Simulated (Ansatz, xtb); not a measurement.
**CH7AlN+: where a starting geometry ends**

The starting geometry of this gas-phase singlet has its atoms placed at random.

```
atom    x (Å)    y (Å)    z (Å)
   C  -0.7677   1.2936   1.1558
  Al  -0.4784  -0.4310  -1.3335
   N  -0.2540  -0.5618   1.3911
   H  -1.0916  -1.8853  -0.3150
   H  -2.1212   0.4508  -1.0114
   H  -1.1892   0.9489  -1.2232
   H   0.7650   0.9884  -1.3139
   H  -1.9226  -1.1852  -0.2746
   H   0.1654   0.1827   1.5489
   H  -0.2600  -0.0824  -0.0742
```

**Question.** Guess where an optimisation with r2SCAN-D4/def2-SVP ends from this start.

**Answer.** It loosens into CH5AlN + H2, which stay close as a complex (formulas without charges). Distances that change by over a tenth: Al2–H5 (1.89 → 2.08 Å), Al2–H6 (1.56 → 2.19 Å), Al2–H8 (1.94 → 5.95 Å), N3–H9 (0.87 → 1.02 Å), H5–H6 (1.08 → 0.79 Å). Contacts that open: Al2–H4 (1.88 → 5.88 Å), Al2–H7 (1.89 → 2.79 Å), Al2–H10 (1.32 → 4.08 Å). Contacts that close: C1–Al2 (3.04 → 2.15 Å), C1–N3 (1.94 → 1.30 Å), C1–H7 (2.92 → 1.11 Å), N3–H10 (1.54 → 1.03 Å), H4–H8 (1.09 → 0.76 Å).

The energy falls by 17.74 eV over 66 steps:

```tsv
step	E − E(last) (eV)
1	17.736
8	4.819
15	2.308
23	2.003
30	0.426
37	0.095
44	0.081
52	0.065
59	0.001
66	0.000
```

Final geometry (Å):

```tsv
atom	x (Å)	y (Å)	z (Å)
C	-0.4445	0.2847	-0.6038
Al	0.4979	1.9040	-1.6528
N	-0.4444	-0.0250	0.6571
H	-0.6618	-2.9582	1.4347
H	-1.4532	2.4016	-2.1839
H	-1.6896	1.8211	-1.7048
H	-0.6475	-0.6067	-1.2322
H	-1.4050	-2.8003	1.4474
H	-0.2709	0.6724	1.3854
H	-0.6352	-0.9750	1.0029
```

From the same start GFN2-xTB ends elsewhere, differing in C1–H7 (3.10 against 1.11 Å here), Al2–H7 (1.53 against 2.79 Å here), Al2–H10 (1.53 against 4.08 Å here), N3–H10 (3.82 against 1.03 Å here).

From so rough a start the end depends on the optimiser's path, so another program may land elsewhere. The end wasn't checked by frequencies. Run with Ansatz 0.2.0, 2.5 min on 1 thread of AMD EPYC 7R43 64-Core Processor (Zen 3), with other jobs on the host.
